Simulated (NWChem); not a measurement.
The numbers come from NWChem runs, not from measurements. System: hydrogen fluoride (HF), charge 0, spin multiplicity 1, at a geometry optimised with B3LYP/def2-SVP.

Input file:

```
start mol
memory heap 200 mb stack 900 mb global 1100 mb
geometry units angstroms nocenter noautoz noautosym
  F      0.000000     0.000000     0.092475
  H      0.000000     0.000000    -0.832277
end
basis spherical
  * library def2-svp
end
dft
  xc xpbe96 cpbe96
  semidirect memsize 60000000 filesize 0
  iterations 100
  convergence nolevelshifting
  cdft 1 1 charge 1.0 pop lowdin
end
task dft energy
```

The output up to the point where the run's verdict is printed (cleaned and shortened):

```
             Northwest Computational Chemistry Package (NWChem) 7.3.0
             --------------------------------------------------------

                                NWChem Input Module
                                -------------------

 Scaling coordinates for geometry "geometry" by  1.889725989
 (inverse scale =  0.529177249)

                             Geometry "geometry" -> ""
                             -------------------------

 Output coordinates in angstroms (scale by  1.889725989 to convert to a.u.)

  No.       Tag          Charge          X              Y              Z
 ---- ---------------- ---------- -------------- -------------- --------------
    1 F                    9.0000     0.00000000     0.00000000     0.09247500
    2 H                    1.0000     0.00000000     0.00000000    -0.83227700

 Effective nuclear repulsion energy (a.u.)       5.1501324041

            Nuclear Dipole moment (a.u.)
            ----------------------------
        X                 Y               Z
 ---------------- ---------------- ----------------
     0.0000000000     0.0000000000    -0.0000037795


 Summary of "ao basis" -> "" (spherical)
 ------------------------------------------------------------------------------
       Tag                 Description            Shells   Functions and Types
 ---------------- ------------------------------  ------  ---------------------
 *                          def2-svp                  on all atoms

  pbe96 is a nonlocal functional; adding pw91lda local functional.

                                 NWChem DFT Module
                                 -----------------

 Summary of "ao basis" -> "ao basis" (spherical)
 ------------------------------------------------------------------------------
       Tag                 Description            Shells   Functions and Types
 ---------------- ------------------------------  ------  ---------------------
 F                          def2-svp                 6       14   3s2p1d
 H                          def2-svp                 3        5   2s1p

 Summary of "ao basis" -> "ao basis" (spherical)
[...]
     calls:        1         0         0         0         0
   data(b): 5.24e+05  0.00e+00  0.00e+00  0.00e+00
   time(s): 0.00e+00  0.00e+00  0.00e+00  0.00e+00  0.00e+00
rate(mb/s): 0.00e+00  0.00e+00
------------------------------------------------------------

  degenerate evals                     5                    6  0.40700495626821570       0.40700495635947037       -9.0155277660713664E-012
  degenerate evals                     5                    6  0.31578067139495658       0.31578067150953715        5.8564027070705403E-012
  degenerate evals                     5                    6  0.20437457830449413       0.20437457844205570       -3.8502048574344605E-012
  degenerate evals                     5                    6  0.14814961267629406       0.14814961282366262       -3.2056541615793372E-012
  degenerate evals                     5                    6  0.11992492684936094       0.11992492700127060        2.9403093002117934E-012
  degenerate evals                     5                    6  0.10578650084091407       0.10578650099501247        2.8203783748973840E-012
  degenerate evals                     5                    6  0.10224926606002438       0.10224926621465598       -2.7914577302594742E-012
  degenerate evals                     5                    6  0.10048025987894617       0.10048026003384608        2.7871633291549972E-012
  degenerate evals                     5                    6   9.9595660018507129E-002   9.9595660173530220E-002   2.8889798484402124E-012
  degenerate evals                     5                    6   9.9374499993808540E-002   9.9374500148851075E-002   3.3616378894532305E-012
  degenerate evals                     5                    6   9.9263918473862761E-002   9.9263918628877734E-002  -6.6823076149720118E-012
  degenerate evals                     5                    6   9.9208627337326202E-002   9.9208627492083437E-002  -8.5861768311537998E-011
  degenerate evals                     5                    6   9.9194804516964094E-002   9.9194804668640973E-002   8.5617488769837708E-009
  degenerate evals                     5                    6   9.9193940594423782E-002   9.9193940741653511E-002  -4.6562795670531903E-008
  degenerate evals                     5                    6   9.9193508645512810E-002   9.9193508778138595E-002  -4.2148801079221380E-007
  degenerate evals                     5                    6   9.9193292796369362E-002   9.9193292947165002E-002  -6.7122795347417319E-005
  degenerate evals                     5                    6   9.9193279297510248E-002   9.9193280255876037E-002   1.1931430141017478E-004

   convergence    iter        energy       DeltaE   RMS-Dens  Diis-err    time
 ---------------- ----- ----------------- --------- --------- ---------  ------
 d= 0,ls=0.0,diis     1   -100.2227702847 -1.05D+02  1.44D-01  3.23D-01     0.2
 CDFT multipliers:
      1        0.3459718528
      iter =   35
  degenerate evals                     5                    6  0.10066795564063112       0.10066795636794927      -0.10030891424875435
  degenerate evals                     5                    6  0.10066795724748449       0.10066795807735175        8.7913259122720327E-002
  degenerate evals                     5                    6  0.10066795670587943       0.10066795696082917       0.28616012014303682
  degenerate evals                     5                    6  0.10066795621817679       0.10066795661946899      -0.18180318838604598
  degenerate evals                     5                    6  0.10066795648552851       0.10066795676664789      -0.25952070053444976
  degenerate evals                     5                    6  0.10066795635547211       0.10066795668944049       0.21845339870563024
  degenerate evals                     5                    6  0.10066795642166561       0.10066795672687960      -0.23903188999869285
```

The run crashed. NWChem stopped with the message: CDFT: Unable to improve the multipliers.
